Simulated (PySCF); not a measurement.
PySCF input (HF/def2-TZVPD):

```python
from pyscf import gto, scf, dft

mol = gto.M(
    atom='''
    Li   -0.00000000   -0.00000000   -0.42396811
    H     0.00000000    0.00000000    1.27190434
    ''',
    basis='def2-tzvpd',
    charge=-1,
    spin=1,
    symmetry='C2v',
    verbose=4,
)

mf = scf.UHF(mol).density_fit(auxbasis='def2-universal-jkfit')
mf.conv_tol = 1e-9
mf.max_cycle = 100
mf.max_memory = 1500
mf.kernel()
if not mf.converged:
    mf = mf.newton()
    mf.kernel(mf.make_rdm1())
mf.analyze()
```

Output:

```
PySCF version 2.14.0

[INPUT] verbose = 4
[INPUT] num. atoms = 2
[INPUT] num. electrons = 5
[INPUT] charge = -1
[INPUT] spin (= nelec alpha-beta = 2S) = 1
[INPUT] symmetry C2v subgroup None
[INPUT] Mole.unit = angstrom
[INPUT] Symbol           X                Y                Z      unit          X                Y                Z       unit  Magmom
[INPUT]  1 Li     0.000000000000   0.000000000000  -0.423968110000 AA    0.000000000000   0.000000000000  -0.801183613449 Bohr   0.0
[INPUT]  2 H      0.000000000000   0.000000000000   1.271904340000 AA    0.000000000000   0.000000000000   2.403550859246 Bohr   0.0

nuclear repulsion = 0.93611499659659
point group symmetry = Coov, use subgroup C2v
symmetry origin: [0.00000000e+00 0.00000000e+00 4.72431538e-09]
symmetry axis x: [1. 0. 0.]
symmetry axis y: [0. 1. 0.]
symmetry axis z: [0. 0. 1.]
num. orbitals of irrep A1 = 14
num. orbitals of irrep B1 = 6
num. orbitals of irrep B2 = 6
number of shells = 14
number of NR pGTOs = 34
number of NR cGTOs = 26
basis = def2-tzvpd
ecp = {}

******** <class 'pyscf.df.df_jk.DFSymAdaptedUHF'> ********
method = DFSymAdaptedUHF
initial guess = minao
damping factor = 0
level_shift factor = 0
DIIS = <class 'pyscf.scf.diis.CDIIS'>
diis_start_cycle = 1
diis_space = 8
diis_damp = 0
SCF conv_tol = 1e-09
SCF conv_tol_grad = None
SCF max_cycles = 100
direct_scf = False
number electrons alpha = 3  beta = 2
Freeze 0 electrons in irreps []
    5 free electrons in irreps A1 B1 B2
Set gradient conv threshold to 3.16228e-05
******** <class 'pyscf.df.df.DF'> ********
auxbasis = def2-universal-jkfit
init E= -7.7469049870584
alpha HOMO (A1) = -0.0295680035286399  LUMO (B1) = 0.0323538428515757
beta  HOMO (A1) = -0.291588399748536  LUMO (A1) = -0.0295680035286399

WARN: HOMO -0.0295680035286399 >= LUMO -0.0295680035286399

WARN: alpha-A1 HOMO -0.0295680035286399 > system LUMO -0.0295680035286399

WARN: beta-A1 LUMO -0.0295680035286399 < system HOMO -0.0295680035286399

cycle= 1 E= -7.96564599897204  delta_E= -0.219  |g|= 0.104  |ddm|= 0.942
alpha HOMO (A1) = 0.00391768655224167  LUMO (B1) = 0.152454526950386
beta  HOMO (A1) = -0.0853389473201283  LUMO (A1) = 0.164603454386484
  HOMO = 0.00391768655224  LUMO = 0.15245452695  gap/eV = 4.04189
cycle= 2 E= -7.98544164358721  delta_E= -0.0198  |g|= 0.0253  |ddm|= 0.375
alpha HOMO (A1) = -0.00571902566511406  LUMO (B2) = 0.150432576107219
beta  HOMO (A1) = -0.127649492178224  LUMO (B1) = 0.162298771261753
  HOMO = -0.00571902566511  LUMO = 0.150432576107  gap/eV = 4.24910
cycle= 3 E= -7.9881905858074  delta_E= -0.00275  |g|= 0.00992  |ddm|= 0.23
alpha HOMO (A1) = -0.00789814446912374  LUMO (B1) = 0.149781910492856
beta  HOMO (A1) = -0.135957072024043  LUMO (B1) = 0.161077455869079
  HOMO = -0.00789814446912  LUMO = 0.149781910493  gap/eV = 4.29069
cycle= 4 E= -7.98882595405887  delta_E= -0.000635  |g|= 0.0032  |ddm|= 0.145
alpha HOMO (A1) = -0.00691681794950982  LUMO (B2) = 0.149666401288707
beta  HOMO (A1) = -0.137854686775231  LUMO (B1) = 0.160761085560405
  HOMO = -0.00691681794951  LUMO = 0.149666401289  gap/eV = 4.26085
cycle= 5 E= -7.98889477626723  delta_E= -6.88e-05  |g|= 0.00186  |ddm|= 0.0336
alpha HOMO (A1) = -0.00712014949617057  LUMO (B2) = 0.149382632531286
beta  HOMO (A1) = -0.140785360146505  LUMO (B2) = 0.160554498769194
  HOMO = -0.00712014949617  LUMO = 0.149382632531  gap/eV = 4.25866
cycle= 6 E= -7.98891879586409  delta_E= -2.4e-05  |g|= 0.000796  |ddm|= 0.0256
alpha HOMO (A1) = -0.00676588314256366  LUMO (B2) = 0.14932614705511
beta  HOMO (A1) = -0.141728760266331  LUMO (B1) = 0.160565625522707
  HOMO = -0.00676588314256  LUMO = 0.149326147055  gap/eV = 4.24748
cycle= 7 E= -7.98892259830663  delta_E= -3.8e-06  |g|= 0.000309  |ddm|= 0.00487
alpha HOMO (A1) = -0.00700991991208211  LUMO (B2) = 0.149324852529708
beta  HOMO (A1) = -0.142156375927356  LUMO (B2) = 0.160604501650275
  HOMO = -0.00700991991208  LUMO = 0.14932485253  gap/eV = 4.25409
cycle= 8 E= -7.98892329891546  delta_E= -7.01e-07  |g|= 7.71e-05  |ddm|= 0.00398
alpha HOMO (A1) = -0.00693712398923418  LUMO (B1) = 0.14935230368763
beta  HOMO (A1) = -0.142118639561589  LUMO (B1) = 0.160620659496647
  HOMO = -0.00693712398923  LUMO = 0.149352303688  gap/eV = 4.25285
cycle= 9 E= -7.98892333700155  delta_E= -3.81e-08  |g|= 1.85e-05  |ddm|= 0.00144
alpha HOMO (A1) = -0.00696007685375033  LUMO (B2) = 0.149354315971676
beta  HOMO (A1) = -0.142152049690282  LUMO (B2) = 0.160620702784671
  HOMO = -0.00696007685375  LUMO = 0.149354315972  gap/eV = 4.25353
cycle= 10 E= -7.98892333954968  delta_E= -2.55e-09  |g|= 3.88e-06  |ddm|= 0.000383
alpha HOMO (A1) = -0.00695686471988433  LUMO (B1) = 0.149354442800167
beta  HOMO (A1) = -0.142151316771271  LUMO (B1) = 0.160619833017595
  HOMO = -0.00695686471988  LUMO = 0.1493544428  gap/eV = 4.25345
cycle= 11 E= -7.98892333964609  delta_E= -9.64e-11  |g|= 1.25e-06  |ddm|= 7.77e-05
alpha HOMO (A1) = -0.00695700885303818  LUMO (B1) = 0.149354360572781
beta  HOMO (A1) = -0.142151691766324  LUMO (B1) = 0.160619738207654
  HOMO = -0.00695700885304  LUMO = 0.149354360573  gap/eV = 4.25345
Extra cycle  E= -7.98892333965172  delta_E= -5.63e-12  |g|= 7.91e-07  |ddm|= 6.93e-06
converged SCF energy = -7.98892333965172  <S^2> = 0.75043981  2S+1 = 2.0004398
**** SCF Summaries ****
Total Energy =                          -7.988923339651716
Nuclear Repulsion Energy =               0.936114996596590
One-electron Energy =                  -13.044714051129397
Two-electron Energy =                    4.119675714881089
Two-electron Coulomb Energy =            6.360281492038591
DFT Exchange-Correlation Energy =       -2.240605777157501
HOMO-LUMO gap [eV] =                     4.253449012760790
Wave-function symmetry = A1
alpha occupancy for each irrep:     A1   B1   B2
                                     3    0    0
beta  occupancy for each irrep:     A1   B1   B2
                                     2    0    0
**** MO energy ****
alpha MO #1 (A1 #1), energy= -2.25401162929024 occ= 1
alpha MO #2 (A1 #2), energy= -0.152080201759197 occ= 1
alpha MO #3 (A1 #3), energy= -0.00695700885303818 occ= 1
alpha MO #4 (B1 #1), energy= 0.149354360572781 occ= 0
alpha MO #5 (B2 #1), energy= 0.149354360572781 occ= 0
alpha MO #6 (A1 #4), energy= 0.181856438721008 occ= 0
alpha MO #7 (A1 #5), energy= 0.279820922390483 occ= 0
alpha MO #8 (B1 #2), energy= 0.281423434654895 occ= 0
alpha MO #9 (B2 #2), energy= 0.281423434654895 occ= 0
alpha MO #10 (A1 #6), energy= 0.378285084044288 occ= 0
alpha MO #11 (B1 #3), energy= 0.43333350795658 occ= 0
alpha MO #12 (B2 #3), energy= 0.43333350795658 occ= 0
alpha MO #13 (A1 #7), energy= 0.464595586753929 occ= 0
alpha MO #14 (A1 #8), energy= 0.843136540883918 occ= 0
alpha MO #15 (B1 #4), energy= 0.895668759815647 occ= 0
alpha MO #16 (B2 #4), energy= 0.895668759815647 occ= 0
alpha MO #17 (A1 #9), energy= 0.993260465707929 occ= 0
alpha MO #18 (A1 #10), energy= 1.77926163382629 occ= 0
alpha MO #19 (B1 #5), energy= 2.11144525044297 occ= 0
alpha MO #20 (B2 #5), energy= 2.11144525044297 occ= 0
alpha MO #21 (A1 #11), energy= 2.24486901479978 occ= 0
alpha MO #22 (A1 #12), energy= 3.09877192498949 occ= 0
alpha MO #23 (B1 #6), energy= 6.55245866939111 occ= 0
alpha MO #24 (B2 #6), energy= 6.55245866939111 occ= 0
alpha MO #25 (A1 #13), energy= 6.65651615547863 occ= 0
alpha MO #26 (A1 #14), energy= 15.1240021688893 occ= 0
beta  MO #1 (A1 #1), energy= -2.25016110022874 occ= 1
beta  MO #2 (A1 #2), energy= -0.142151691766324 occ= 1
beta  MO #3 (B1 #1), energy= 0.160619738207654 occ= 0
beta  MO #4 (B2 #1), energy= 0.160619738207654 occ= 0
beta  MO #5 (A1 #3), energy= 0.166669957404203 occ= 0
beta  MO #6 (A1 #4), energy= 0.203237316680408 occ= 0
beta  MO #7 (B1 #2), energy= 0.301438341822685 occ= 0
beta  MO #8 (B2 #2), energy= 0.301438341822685 occ= 0
beta  MO #9 (A1 #5), energy= 0.324721339028074 occ= 0
beta  MO #10 (A1 #6), energy= 0.399719536191249 occ= 0
beta  MO #11 (B1 #3), energy= 0.441073184239828 occ= 0
beta  MO #12 (B2 #3), energy= 0.441073184239828 occ= 0
beta  MO #13 (A1 #7), energy= 0.471952980562726 occ= 0
beta  MO #14 (A1 #8), energy= 0.851291416582534 occ= 0
beta  MO #15 (B1 #4), energy= 0.899711571902134 occ= 0
beta  MO #16 (B2 #4), energy= 0.899711571902134 occ= 0
beta  MO #17 (A1 #9), energy= 0.999795592918735 occ= 0
beta  MO #18 (A1 #10), energy= 1.78575027614053 occ= 0
beta  MO #19 (B1 #5), energy= 2.11561622548881 occ= 0
beta  MO #20 (B2 #5), energy= 2.11561622548881 occ= 0
beta  MO #21 (A1 #11), energy= 2.24873249265095 occ= 0
beta  MO #22 (A1 #12), energy= 3.10315741926033 occ= 0
beta  MO #23 (B1 #6), energy= 6.55362251044212 occ= 0
beta  MO #24 (B2 #6), energy= 6.55362251044212 occ= 0
beta  MO #25 (A1 #13), energy= 6.65837833863246 occ= 0
beta  MO #26 (A1 #14), energy= 15.1264073934924 occ= 0
 ** Mulliken pop alpha/beta on meta-lowdin orthogonal AOs **
 ** Mulliken pop       alpha | beta **
pop of  0 Li 1s        0.99995 | 0.99987
pop of  0 Li 2s        0.74243 | 0.18870
pop of  0 Li 3s        0.01763 | 0.00033
pop of  0 Li 4s        0.01973 | 0.00023
pop of  0 Li 5s        0.00006 | 0.00002
pop of  0 Li 2px       0.00000 | 0.00000
pop of  0 Li 2py       0.00000 | 0.00000
pop of  0 Li 2pz       0.24881 | 0.02824
pop of  0 Li 3px       0.00000 | 0.00000
pop of  0 Li 3py       0.00000 | 0.00000
pop of  0 Li 3pz       0.03309 | 0.00055
pop of  0 Li 4px       0.00000 | 0.00000
pop of  0 Li 4py       0.00000 | 0.00000
pop of  0 Li 4pz       0.02266 | 0.00011
pop of  0 Li 5px       0.00000 | 0.00000
pop of  0 Li 5py       0.00000 | 0.00000
pop of  0 Li 5pz       0.00412 | 0.00072
pop of  1 H 1s        0.82968 | 0.75525
pop of  1 H 2s        0.06836 | 0.02091
pop of  1 H 3s        0.00672 | 0.00428
pop of  1 H 2px       0.00000 | 0.00000
pop of  1 H 2py       0.00000 | 0.00000
pop of  1 H 2pz       0.00448 | 0.00047
pop of  1 H 3px       0.00000 | 0.00000
pop of  1 H 3py       0.00000 | 0.00000
pop of  1 H 3pz       0.00230 | 0.00033
In total             3.00000 | 2.00000
 ** Mulliken atomic charges   ( Nelec_alpha | Nelec_beta ) **
charge of  0Li =     -0.30723  (     2.08847      1.21876 )
charge of  1H =     -0.69277  (     0.91153      0.78124 )

WARN: System has nonzero charge -1; the dipole moment is origin-dependent.
Location of origin: [0. 0. 0.]

Dipole moment(X, Y, Z, Debye):  0.00000,  0.00000,  2.45091
```
